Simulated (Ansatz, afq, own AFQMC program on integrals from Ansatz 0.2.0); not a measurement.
AFQMC on a folder of integrals that Ansatz 0.2.0 wrote.

```yaml
crystal:
  periodic: [false, false, false]
  atoms:
    - {symbol: Pt, position_ang: [0.000000, 0.000000, 0.000000]}
basis:
  gaussian: {orbitals: def2-TZVPP}
magnetization: {spin_polarized: true, initial_magnetization: 2}
correlation: {method: ccsd_t, electrons: outside_noble_gas, hamiltonian_folder: ham}
```

```sh
$ ansatz run in.yaml --threads 1 --pin off --events-out ev --progress --plain --max-ram 16896MiB --backend cuda --devices 0, --max-vram 18GiB
```

afq runs on the folder ham with

```
--method phaseless --trial cisd --walkers 4000 --populations 20 --least-time 60 --time-step 0.005 --steps-per-block 50 --equilibration-blocks 40 --max-blocks 4000 --target-error 0.00011 --factor-cut 1e-05 --start spin_pure --seed 1632 --release-times 0.24,0.5,1,1.5 --release-step 0.02 --release-every 3 --taylor-order 6
```

Times are imaginary, in 1/Eh. The walk had a cap of 169 s. With eight or more populations the least sampling time is a fifth of least-time, and the error comes from their spread. Core potentials past Kr, no spin–orbit coupling.

Log:

```
orbitals 52  electrons 6 4  factors 387 of 387
reference energy -118.39983089 Eh
CCSD correlation -0.28638341 Eh in 13 cycles, weight of the determinant in the CISD state 0.9192
energy of the start -118.686119 Eh
 block  time / (1/Eh)  mean weight  energy / Eh
     1     0.250  0.9998  -118.686015
     2     0.500  0.9999  -118.690799
     3     0.750  0.9997  -118.692961
     4     1.000  1.0000  -118.694383
     5     1.250  1.0002  -118.695298
    11     2.750  1.0003  -118.698115
    23     5.750  1.0002  -118.697621
    35     8.750  1.0004  -118.697707
    37     9.250  1.0001  -118.698304
    47    11.750  1.0006  -118.697445
    59    14.750  0.9999  -118.696836
    71    17.750  0.9998  -118.696465
    83    20.750  1.0000  -118.696635
    95    23.750  1.0007  -118.695832
    97    24.250  1.0002  -118.695702
   107    26.750  0.9999  -118.696258
   109    27.250  1.0000  -118.697015
error from the spread of 20 populations
released: time / (1/Eh)  energy / Eh  error  mean overlap
  0.24  -118.697031  0.000091  0.9979
  0.50  -118.697224  0.000084  0.9976
  1.00  -118.697324  0.000120  0.9961
  1.50  -118.697422  0.000107  0.9931
energy -118.696811 +/- 0.000106 Eh
(rows thinned)
```

The run passed its tests (sampling time, drift between the halves within three errors, error under three times the target), which doesn't prove that it has relaxed. The second half of the sampling lies above the first by 2.9 errors of their difference, so the energy may still be moving and its error bar be too small.

Against this walk (error 2.9 meV) on the same determinant: CCSD(T) 27.1 meV lower, CCSDT(Q) 19.1 meV lower. The error is statistical and leaves out the bias of the constraint. The released energies are still falling (meV from the phaseless value at times in 1/Eh: -6.0 ± 2.5 at 0.24, -11.2 ± 2.3 at 0.50, -14 ± 3 at 1.00, -17 ± 3 at 1.50), so they give no level; they do show a bias of the constraint, and the last of them that isn't too noisy lies 2 meV above CCSDT(Q).

Cautions: constraint bias not in the error; no spin-orbit coupling; outer-core shells of the metal frozen.

The walk took 76 s on 1 × NVIDIA H100 80GB HBM3 with 2 threads of AMD EPYC 7R13 Processor (Zen 3) (shared host) (the card was shared). The log's last line is the phaseless energy.

CCSDT and higher add their correlation energy to the determinant of the CCSD(T) run, since their own runs factorise the integrals more tightly (a shift of under 2 meV). A walk keeps the symmetry of its determinant, which the program's search chose and which needn't be the lowest solution, so a lower state of the same spin and another symmetry isn't excluded.
